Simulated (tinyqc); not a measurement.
Worked calculation (part 1 of 2): UHF in the sto-3g basis, for BH, spin multiplicity 3. This run ends on a higher stationary point, not on the lowest solution. Computed by tinyqc, a small Python program that keeps every step (integrals from PySCF). Settings: charge = 0, multiplicity = 3, basis = sto-3g, energy threshold = 1e-10, iteration cap = 71, orthogonalisation = symmetric, start = core, DIIS depth = 6, damping = 0.2, method = UHF. Command: `OMP_NUM_THREADS=1 python tinyqc.py 23023 23024 out.jsonl` (the two numbers bound the seeds that draw the settings). One thread of a shared host (Intel(R) Xeon(R) Processor @ 2.60GHz), about 0.1 s of CPU time with the checks. Later iterations appear only in the table of the cycle.

## One-electron integrals

Geometry (angstrom):

| atom | x | y | z |
|---|---|---|---|
| B | 0.00000 | 0.00000 | 0.00000 |
| H | 0.00000 | 0.00000 | 1.10800 |

Basis sto-3g: exponents (1/bohr^2) and contraction coefficients of normalised primitives:

| element | l (shell) | exponent | coefficient |
|---|---|---|---|
| B | s (1) | 48.79111 | 0.15433 |
| B | s (1) | 8.88736 | 0.53533 |
| B | s (1) | 2.40527 | 0.44463 |
| B | s (2) | 2.23696 | -0.09997 |
| B | s (2) | 0.51982 | 0.39951 |
| B | s (2) | 0.16906 | 0.70012 |
| B | p (3) | 2.23696 | 0.15592 |
| B | p (3) | 0.51982 | 0.60768 |
| B | p (3) | 0.16906 | 0.39196 |
| H | s (1) | 3.42525 | 0.15433 |
| H | s (1) | 0.62391 | 0.53533 |
| H | s (1) | 0.16886 | 0.44463 |

Overlap, kinetic and nuclear-attraction integrals over the contracted functions; the nuclear repulsion is the sum of Za Zb / Rab.

nuclear repulsion = 2.3879838 hartree

overlap S, lower triangle:
```
          1B 1s    1B 2s   1B 2px   1B 2py   1B 2pz    2H 1s
1B 1s   1.00000
1B 2s   0.26933  1.00000
1B 2px  0.00000  0.00000  1.00000
1B 2py  0.00000  0.00000  0.00000  1.00000
1B 2pz  0.00000  0.00000  0.00000  0.00000  1.00000
2H 1s   0.08021  0.51892  0.00000  0.00000  0.51436  1.00000
```

kinetic energy T (hartree), lower triangle:
```
           1B 1s    1B 2s   1B 2px   1B 2py   1B 2pz    2H 1s
1B 1s   10.82630
1B 2s   -0.04797  0.35917
1B 2px   0.00000  0.00000  1.12388
1B 2py   0.00000  0.00000  0.00000  1.12388
1B 2pz   0.00000  0.00000  0.00000  0.00000  1.12388
2H 1s   -0.01213  0.11029  0.00000  0.00000  0.27316  0.76003
```

nuclear attraction V (hartree), lower triangle:
```
            1B 1s     1B 2s    1B 2px    1B 2py    1B 2pz     2H 1s
1B 1s   -23.62498
1B 2s    -3.26799  -4.22613
1B 2px    0.00000   0.00000  -4.15054
1B 2py    0.00000   0.00000   0.00000  -4.15054
1B 2pz   -0.02143  -0.17732   0.00000   0.00000  -4.28708
2H 1s    -0.98888  -2.03504   0.00000   0.00000  -1.95538  -3.56663
```

core Hamiltonian H = T + V (hartree), lower triangle:
```
            1B 1s     1B 2s    1B 2px    1B 2py    1B 2pz     2H 1s
1B 1s   -12.79868
1B 2s    -3.31596  -3.86696
1B 2px    0.00000   0.00000  -3.02666
1B 2py    0.00000   0.00000   0.00000  -3.02666
1B 2pz   -0.02143  -0.17732   0.00000   0.00000  -3.16320
2H 1s    -1.00101  -1.92475   0.00000   0.00000  -1.68222  -2.80660
```

## Two-electron integrals

Functions are numbered as in S; the eight-fold symmetry (ij|kl) = (ji|kl) = (kl|ij) leaves the list below.

Two-electron integrals (ij|kl) in chemists' order, unique and non-zero (hartree):
```
(11|11) 2.92351   (21|11) 0.51838   (21|21) 0.10926   (22|11) 0.74423
(22|21) 0.19318   (22|22) 0.54480   (31|31) 0.02026   (32|31) 0.03000
(32|32) 0.12035   (33|11) 0.74249   (33|21) 0.19324   (33|22) 0.54468
(33|33) 0.58677   (41|41) 0.02026   (42|41) 0.03000   (42|42) 0.12035
(43|43) 0.03163   (44|11) 0.74249   (44|21) 0.19324   (44|22) 0.54468
(44|33) 0.52351   (44|44) 0.58677   (51|51) 0.02026   (52|51) 0.03000
(52|52) 0.12035   (53|53) 0.03163   (54|54) 0.03163   (55|11) 0.74249
(55|21) 0.19324   (55|22) 0.54468   (55|33) 0.52351   (55|44) 0.52351
(55|55) 0.58677   (61|11) 0.15472   (61|21) 0.03245   (61|22) 0.05740
(61|33) 0.05711   (61|44) 0.05711   (61|51) 0.00240   (61|52) 0.00436
(61|55) 0.05799   (61|61) 0.00995   (62|11) 0.32196   (62|21) 0.08458
(62|22) 0.25658   (62|33) 0.24977   (62|44) 0.24977   (62|51) 0.00932
(62|52) 0.05309   (62|55) 0.26996   (62|61) 0.02671   (62|62) 0.15705
(63|31) 0.00913   (63|32) 0.04084   (63|53) 0.01036   (63|63) 0.01902
(64|41) 0.00913   (64|42) 0.04084   (64|54) 0.01036   (64|64) 0.01902
(65|11) 0.28306   (65|21) 0.07544   (65|22) 0.24155   (65|33) 0.22864
(65|44) 0.22864   (65|51) 0.01644   (65|52) 0.08715   (65|55) 0.26711
(65|61) 0.02519   (65|62) 0.17389   (65|65) 0.20762   (66|11) 0.46700
(66|21) 0.12503   (66|22) 0.42427   (66|33) 0.39888   (66|44) 0.39888
(66|51) 0.01835   (66|52) 0.13290   (66|55) 0.47466   (66|61) 0.04052
(66|62) 0.31762   (66|65) 0.38490   (66|66) 0.77461
```

## Orthogonalisation

S = U s U^T; symmetric (Loewdin) form X = U s^(-1/2) U^T, so that X^T S X = 1.

eigenvalues of S: 0.26009  0.79603  1.00000  1.00000  1.16281  1.78107

X, lower triangle:
```
           1B 1s     1B 2s   1B 2px   1B 2py    1B 2pz    2H 1s
1B 1s    1.03038
1B 2s   -0.15637   1.21049
1B 2px   0.00000   0.00000  1.00000
1B 2py   0.00000   0.00000  0.00000  1.00000
1B 2pz  -0.01468   0.17626  0.00000  0.00000   1.17095
2H 1s    0.02802  -0.42347  0.00000  0.00000  -0.41213  1.34648
```

## Starting guess

The start is the orbitals of the core Hamiltonian; D(s) = C_occ C_occ^T for each spin.

D(alpha) at the start, lower triangle:
```
           1B 1s     1B 2s   1B 2px   1B 2py    1B 2pz    2H 1s
1B 1s    1.05415
1B 2s   -0.20164   0.73665
1B 2px   0.00000   0.00000  1.00000
1B 2py   0.00000   0.00000  0.00000  1.00000
1B 2pz  -0.14554   0.57880  0.00000  0.00000   0.45494
2H 1s    0.02723  -0.08159  0.00000  0.00000  -0.06404  0.00906
```

D(beta) at the start, lower triangle:
```
           1B 1s     1B 2s   1B 2px   1B 2py    1B 2pz    2H 1s
1B 1s    1.05415
1B 2s   -0.20164   0.73665
1B 2px   0.00000   0.00000  0.00000
1B 2py   0.00000   0.00000  0.00000  0.00000
1B 2pz  -0.14554   0.57880  0.00000  0.00000   0.45494
2H 1s    0.02723  -0.08159  0.00000  0.00000  -0.06404  0.00906
```

## Iteration 1: building the Fock matrix

J_ij = sum D_kl (ij|kl) with D = D(alpha) + D(beta), K_ij = sum D_kl (ik|jl) for each spin; F = H + J - K(s); E = tr D H + tr D J / 2 - 0.5 sum_s tr D(s) K(s) + E_nn.

Coulomb J (hartree), lower triangle:
```
          1B 1s    1B 2s   1B 2px   1B 2py   1B 2pz    2H 1s
1B 1s   8.85032
1B 2s   1.81055  3.66920
1B 2px  0.00000  0.00000  3.67200
1B 2py  0.00000  0.00000  0.00000  3.67200
1B 2pz  0.05099  0.22439  0.00000  0.00000  3.65133
2H 1s   0.54690  1.76411  0.00000  0.00000  1.68411  2.85166
```

exchange K(alpha) (hartree), lower triangle:
```
          1B 1s    1B 2s   1B 2px   1B 2py   1B 2pz    2H 1s
1B 1s   3.00593
1B 2s   0.58773  0.69141
1B 2px  0.00000  0.00000  0.72339
1B 2py  0.00000  0.00000  0.00000  0.72339
1B 2pz  0.01492  0.30940  0.00000  0.00000  0.38247
2H 1s   0.18538  0.41476  0.00000  0.00000  0.31293  0.34997
```

exchange K(beta) (hartree), lower triangle:
```
          1B 1s    1B 2s   1B 2px   1B 2py   1B 2pz    2H 1s
1B 1s   2.96540
1B 2s   0.52773  0.45072
1B 2px  0.00000  0.00000  0.10499
1B 2py  0.00000  0.00000  0.00000  0.10499
1B 2pz  0.01492  0.30940  0.00000  0.00000  0.31921
2H 1s   0.16711  0.33309  0.00000  0.00000  0.29221  0.31192
```

F(alpha) (hartree), lower triangle:
```
           1B 1s     1B 2s    1B 2px    1B 2py    1B 2pz     2H 1s
1B 1s   -6.95429
1B 2s   -2.09313  -0.88917
1B 2px   0.00000   0.00000  -0.07805
1B 2py   0.00000   0.00000   0.00000  -0.07805
1B 2pz   0.01463  -0.26233   0.00000   0.00000   0.10566
2H 1s   -0.63949  -0.57540   0.00000   0.00000  -0.31104  -0.30491
```

F(beta) (hartree), lower triangle:
```
           1B 1s     1B 2s   1B 2px   1B 2py    1B 2pz     2H 1s
1B 1s   -6.91376
1B 2s   -2.03314  -0.64848
1B 2px   0.00000   0.00000  0.54036
1B 2py   0.00000   0.00000  0.00000  0.54036
1B 2pz   0.01463  -0.26233  0.00000  0.00000   0.16892
2H 1s   -0.62122  -0.49373  0.00000  0.00000  -0.29032  -0.26687
```

total energy of this density = -24.1088377 hartree

This density is the starting one.

## Iteration 1: diagonalisation and new density

Diagonalise F' = X^T F X, C = X C', fill 4 alpha and 2 beta electrons from the bottom; D(s) = C_occ C_occ^T; the new density keeps 0.2 of the old one (damping). Each column has its largest component positive (the first on a tie).

F' = X^T F X (alpha) (hartree), lower triangle:
```
          1         2         3         4         5        6
1  -6.76393
2  -1.13440  -0.29303
3   0.00000   0.00000  -0.07805
4   0.00000   0.00000   0.00000  -0.07805
5   0.03266  -0.06326   0.00000   0.00000   0.34207
6  -0.12283  -0.43259   0.00000   0.00000  -0.44639  0.21112
```

orbital energies (alpha) (hartree): MO1 -6.96230, MO2 -0.50578, MO3 -0.07805, MO4 -0.07805, MO5 0.17334, MO6 0.79096

coefficients C (alpha):
```
             MO1       MO2       MO3      MO4       MO5       MO6
1B 1s    0.98942  -0.22927   0.00000  0.00000  -0.21432   0.09839
1B 2s    0.03924   0.63844   0.00000  0.00000   0.85925  -0.74342
1B 2px   0.00000   0.00000  -0.10178  0.99481   0.00000   0.00000
1B 2py   0.00000   0.00000   0.99481  0.10178   0.00000   0.00000
1B 2pz   0.00274   0.31187   0.00000  0.00000  -0.49650  -1.10836
2H 1s   -0.00721   0.39007   0.00000  0.00000  -0.48711   1.33172
```

F' = X^T F X (beta) (hartree), lower triangle:
```
          1         2        3        4         5        6
1  -6.73399
2  -1.11045  -0.03769
3   0.00000   0.00000  0.54036
4   0.00000   0.00000  0.00000  0.54036
5   0.03362  -0.05216  0.00000  0.00000   0.41081
6  -0.12380  -0.42419  0.00000  0.00000  -0.44610  0.21787
```

orbital energies (beta) (hartree): MO1 -6.91842, MO2 -0.38395, MO3 0.31261, MO4 0.54036, MO5 0.54036, MO6 0.84676

coefficients C (beta):
```
             MO1       MO2       MO3       MO4      MO5       MO6
1B 1s    0.99221  -0.18833  -0.23185   0.00000  0.00000   0.11588
1B 2s    0.02887   0.48180   0.90152   0.00000  0.00000  -0.80896
1B 2px   0.00000   0.00000   0.00000  -0.50257  0.86454   0.00000
1B 2py   0.00000   0.00000   0.00000   0.86454  0.50257   0.00000
1B 2pz   0.00085   0.32024  -0.50032   0.00000  0.00000  -1.10426
2H 1s   -0.00397   0.51603  -0.37241   0.00000  0.00000   1.32589
```

D(alpha) after iteration 1, lower triangle:
```
           1B 1s    1B 2s   1B 2px   1B 2py   1B 2pz    2H 1s
1B 1s    1.03604
1B 2s   -0.12637  0.47465
1B 2px   0.00000  0.00000  1.00000
1B 2py   0.00000  0.00000  0.00000  1.00000
1B 2pz  -0.08414  0.27513  0.00000  0.00000  0.16880
2H 1s   -0.07180  0.18269  0.00000  0.00000  0.08450  0.12358
```

D(beta) after iteration 1, lower triangle:
```
           1B 1s    1B 2s   1B 2px   1B 2py   1B 2pz    2H 1s
1B 1s    1.02678
1B 2s   -0.09000  0.33370
1B 2px   0.00000  0.00000  0.00000
1B 2py   0.00000  0.00000  0.00000  0.00000
1B 2pz  -0.07668  0.23921  0.00000  0.00000  0.17303
2H 1s   -0.07545  0.18249  0.00000  0.00000  0.11939  0.21485
```

Within a degenerate level the vectors are fixed only up to a rotation; this is one choice.

## Iteration 2: building the Fock matrix

As before.

Coulomb J (hartree), lower triangle:
```
          1B 1s    1B 2s   1B 2px   1B 2py   1B 2pz    2H 1s
1B 1s   8.60980
1B 2s   1.75602  3.58013
1B 2px  0.00000  0.00000  3.57137
1B 2py  0.00000  0.00000  0.00000  3.57137
1B 2pz  0.04335  0.23216  0.00000  0.00000  3.58554
2H 1s   0.52982  1.76362  0.00000  0.00000  1.71397  2.98214
```

exchange K(alpha) (hartree), lower triangle:
```
          1B 1s    1B 2s   1B 2px   1B 2py   1B 2pz    2H 1s
1B 1s   2.98494
1B 2s   0.59090  0.69395
1B 2px  0.00000  0.00000  0.71199
1B 2py  0.00000  0.00000  0.00000  0.71199
1B 2pz  0.00073  0.26359  0.00000  0.00000  0.33312
2H 1s   0.17816  0.46867  0.00000  0.00000  0.34189  0.51364
```

exchange K(beta) (hartree), lower triangle:
```
          1B 1s    1B 2s   1B 2px   1B 2py   1B 2pz    2H 1s
1B 1s   2.93968
1B 2s   0.53164  0.40734
1B 2px  0.00000  0.00000  0.08113
1B 2py  0.00000  0.00000  0.00000  0.08113
1B 2pz  0.00224  0.26933  0.00000  0.00000  0.29481
2H 1s   0.16203  0.38511  0.00000  0.00000  0.36174  0.54121
```

F(alpha) (hartree), lower triangle:
```
           1B 1s     1B 2s    1B 2px    1B 2py    1B 2pz     2H 1s
1B 1s   -7.17382
1B 2s   -2.15084  -0.98078
1B 2px   0.00000   0.00000  -0.16728
1B 2py   0.00000   0.00000   0.00000  -0.16728
1B 2pz   0.02119  -0.20875   0.00000   0.00000   0.08922
2H 1s   -0.64935  -0.62980   0.00000   0.00000  -0.31014  -0.33810
```

F(beta) (hartree), lower triangle:
```
           1B 1s     1B 2s   1B 2px   1B 2py    1B 2pz     2H 1s
1B 1s   -7.12856
1B 2s   -2.09158  -0.69417
1B 2px   0.00000   0.00000  0.46358
1B 2py   0.00000   0.00000  0.00000  0.46358
1B 2pz   0.01968  -0.21450  0.00000  0.00000   0.12753
2H 1s   -0.63321  -0.54624  0.00000  0.00000  -0.33000  -0.36567
```

total energy of this density = -24.4579455 hartree

This density is a damped mixture and is not idempotent.

## Iteration 2: DIIS over 2 matrices

error matrix X^T (FDS - SDF) X (alpha):
```
          1         2        3        4         5         6
1   0.00000   0.03586  0.00000  0.00000  -0.02161  -0.02384
2  -0.03586   0.00000  0.00000  0.00000  -0.07789   0.06671
3   0.00000   0.00000  0.00000  0.00000   0.00000   0.00000
4   0.00000   0.00000  0.00000  0.00000   0.00000   0.00000
5   0.02161   0.07789  0.00000  0.00000   0.00000   0.10471
6   0.02384  -0.06671  0.00000  0.00000  -0.10471   0.00000
```

B (overlaps of the stored error matrices):
```
               1              2
1  9.5398963e-01  3.2204374e-01
2  3.2204374e-01  1.1531842e-01
```

Minimise |sum c_i e_i|^2 with sum c_i = 1: solve [B -1; -1 0][c; lambda] = [0; -1] with B_ij = tr e_i^T e_j summed over both spins, and take F = sum c_i F_i.

DIIS coefficients: -0.48616  1.48616

extrapolated F(alpha) (hartree), lower triangle:
```
           1B 1s     1B 2s    1B 2px    1B 2py    1B 2pz     2H 1s
1B 1s   -7.28055
1B 2s   -2.17889  -1.02532
1B 2px   0.00000   0.00000  -0.21067
1B 2py   0.00000   0.00000   0.00000  -0.21067
1B 2pz   0.02438  -0.18271   0.00000   0.00000   0.08122
2H 1s   -0.65414  -0.65625   0.00000   0.00000  -0.30971  -0.35423
```

extrapolated F(beta) (hartree), lower triangle:
```
           1B 1s     1B 2s   1B 2px   1B 2py    1B 2pz     2H 1s
1B 1s   -7.23299
1B 2s   -2.11999  -0.71639
1B 2px   0.00000   0.00000  0.42625
1B 2py   0.00000   0.00000  0.00000  0.42625
1B 2pz   0.02214  -0.19124  0.00000  0.00000   0.10740
2H 1s   -0.63904  -0.57176  0.00000  0.00000  -0.34928  -0.41370
```

## Iteration 2: diagonalisation and new density

As before.

F' = X^T F X (alpha) (hartree), lower triangle:
```
          1         2         3         4         5        6
1  -7.08613
2  -1.16792  -0.36346
3   0.00000   0.00000  -0.21067
4   0.00000   0.00000   0.00000  -0.21067
5   0.02420   0.05528   0.00000   0.00000   0.33914
6  -0.10638  -0.52751   0.00000   0.00000  -0.47329  0.21210
```

orbital energies (alpha) (hartree): MO1 -7.28828, MO2 -0.57976, MO3 -0.21067, MO4 -0.21067, MO5 0.07099, MO6 0.89870

coefficients C (alpha):
```
             MO1       MO2       MO3      MO4       MO5       MO6
1B 1s    0.98982  -0.23959   0.00000  0.00000  -0.18437   0.12647
1B 2s    0.03814   0.66986   0.00000  0.00000   0.73577  -0.84178
1B 2px   0.00000   0.00000  -0.68458  0.72894   0.00000   0.00000
1B 2py   0.00000   0.00000   0.72894  0.68458   0.00000   0.00000
1B 2pz   0.00138   0.20131   0.00000  0.00000  -0.60669  -1.07873
2H 1s   -0.00796   0.42034   0.00000  0.00000  -0.41919   1.34555
```

F' = X^T F X (beta) (hartree), lower triangle:
```
          1         2        3        4         5        6
1  -7.04691
2  -1.15718  -0.02400
3   0.00000   0.00000  0.42625
4   0.00000   0.00000  0.00000  0.42625
5   0.02283   0.07683  0.00000  0.00000   0.39690
6  -0.10884  -0.51024  0.00000  0.00000  -0.50538  0.10855
```

orbital energies (beta) (hartree): MO1 -7.23758, MO2 -0.48555, MO3 0.20030, MO4 0.42625, MO5 0.42625, MO6 0.95737

coefficients C (beta):
```
             MO1       MO2       MO3      MO4       MO5       MO6
1B 1s    0.99245  -0.17019  -0.22418  0.00000   0.00000   0.15146
1B 2s    0.02821   0.38808   0.83335  0.00000   0.00000  -0.92426
1B 2px   0.00000   0.00000   0.00000  0.18091   0.98350   0.00000
1B 2py   0.00000   0.00000   0.00000  0.98350  -0.18091   0.00000
1B 2pz  -0.00015   0.23829  -0.59212  0.00000   0.00000  -1.07929
2H 1s   -0.00458   0.63601  -0.24171  0.00000   0.00000   1.30385
```

D(alpha) after iteration 2, lower triangle:
```
           1B 1s    1B 2s   1B 2px   1B 2py   1B 2pz    2H 1s
1B 1s    1.03692
1B 2s   -0.12347  0.45506
1B 2px   0.00000  0.00000  1.00000
1B 2py   0.00000  0.00000  0.00000  1.00000
1B 2pz  -0.05432  0.16295  0.00000  0.00000  0.06618
2H 1s   -0.10123  0.26155  0.00000  0.00000  0.08459  0.16612
```

D(beta) after iteration 2, lower triangle:
```
           1B 1s    1B 2s   1B 2px   1B 2py   1B 2pz    2H 1s
1B 1s    1.01650
1B 2s   -0.04844  0.18786
1B 2px   0.00000  0.00000  0.00000
1B 2py   0.00000  0.00000  0.00000  0.00000
1B 2pz  -0.04790  0.12182  0.00000  0.00000  0.08003
2H 1s   -0.10532  0.23386  0.00000  0.00000  0.14512  0.36660
```

Within a degenerate level the vectors are fixed only up to a rotation; this is one choice.

## Iteration 3: building the Fock matrix

As before.

Coulomb J (hartree), lower triangle:
```
          1B 1s    1B 2s   1B 2px   1B 2py   1B 2pz    2H 1s
1B 1s   8.53091
1B 2s   1.73747  3.54856
1B 2px  0.00000  0.00000  3.53664
1B 2py  0.00000  0.00000  0.00000  3.53664
1B 2pz  0.03851  0.22405  0.00000  0.00000  3.56031
2H 1s   0.52365  1.75801  0.00000  0.00000  1.71552  3.01526
```

exchange K(alpha) (hartree), lower triangle:
```
           1B 1s    1B 2s   1B 2px   1B 2py   1B 2pz    2H 1s
1B 1s    2.98274
1B 2s    0.58887  0.71433
1B 2px   0.00000  0.00000  0.71329
1B 2py   0.00000  0.00000  0.00000  0.71329
1B 2pz  -0.00260  0.22381  0.00000  0.00000  0.29240
2H 1s    0.17464  0.47939  0.00000  0.00000  0.31499  0.53265
```

exchange K(beta) (hartree), lower triangle:
```
           1B 1s    1B 2s   1B 2px   1B 2py   1B 2pz    2H 1s
1B 1s    2.93061
1B 2s    0.53193  0.37950
1B 2px   0.00000  0.00000  0.06999
1B 2py   0.00000  0.00000  0.00000  0.06999
1B 2pz  -0.00071  0.24586  0.00000  0.00000  0.27820
2H 1s    0.16038  0.39428  0.00000  0.00000  0.38034  0.62930
```

F(alpha) (hartree), lower triangle:
```
           1B 1s     1B 2s    1B 2px    1B 2py    1B 2pz     2H 1s
1B 1s   -7.25051
1B 2s   -2.16736  -1.03273
1B 2px   0.00000   0.00000  -0.20331
1B 2py   0.00000   0.00000   0.00000  -0.20331
1B 2pz   0.01968  -0.17709   0.00000   0.00000   0.10470
2H 1s   -0.65201  -0.64613   0.00000   0.00000  -0.28169  -0.32399
```

F(beta) (hartree), lower triangle:
```
           1B 1s     1B 2s   1B 2px   1B 2py    1B 2pz     2H 1s
1B 1s   -7.19839
1B 2s   -2.11042  -0.69790
1B 2px   0.00000   0.00000  0.43999
1B 2py   0.00000   0.00000  0.00000  0.43999
1B 2pz   0.01779  -0.19914  0.00000  0.00000   0.11891
2H 1s   -0.63775  -0.56102  0.00000  0.00000  -0.34704  -0.42065
```

total energy of this density = -24.5563010 hartree

This density is a damped mixture and is not idempotent.

## Iteration 3: DIIS over 3 matrices

error matrix X^T (FDS - SDF) X (alpha):
```
          1        2        3        4         5         6
1   0.00000  0.00503  0.00000  0.00000   0.00320  -0.00134
2  -0.00503  0.00000  0.00000  0.00000  -0.03239  -0.00922
3   0.00000  0.00000  0.00000  0.00000   0.00000   0.00000
4   0.00000  0.00000  0.00000  0.00000   0.00000   0.00000
5  -0.00320  0.03239  0.00000  0.00000   0.00000   0.02633
6   0.00134  0.00922  0.00000  0.00000  -0.02633   0.00000
```

B (overlaps of the stored error matrices), lower triangle:
```
               1              2              3
1  9.5398963e-01
2  3.2204374e-01  1.1531842e-01
3  7.4880724e-02  3.0010183e-02  1.0091490e-02
```

As before.

DIIS coefficients: 0.18027  -0.93109  1.75082

extrapolated F(alpha) (hartree), lower triangle:
```
           1B 1s     1B 2s    1B 2px    1B 2py    1B 2pz     2H 1s
1B 1s   -7.26852
1B 2s   -2.16937  -1.05522
1B 2px   0.00000   0.00000  -0.21427
1B 2py   0.00000   0.00000   0.00000  -0.21427
1B 2pz   0.01736  -0.16297   0.00000   0.00000   0.11929
2H 1s   -0.65223  -0.64859   0.00000   0.00000  -0.26048  -0.30742
```

extrapolated F(beta) (hartree), lower triangle:
```
           1B 1s     1B 2s   1B 2px   1B 2py    1B 2pz     2H 1s
1B 1s   -7.21209
1B 2s   -2.11403  -0.69246
1B 2px   0.00000   0.00000  0.43612
1B 2py   0.00000   0.00000  0.00000  0.43612
1B 2pz   0.01546  -0.19623  0.00000  0.00000   0.11989
2H 1s   -0.63899  -0.56266  0.00000  0.00000  -0.35269  -0.44412
```
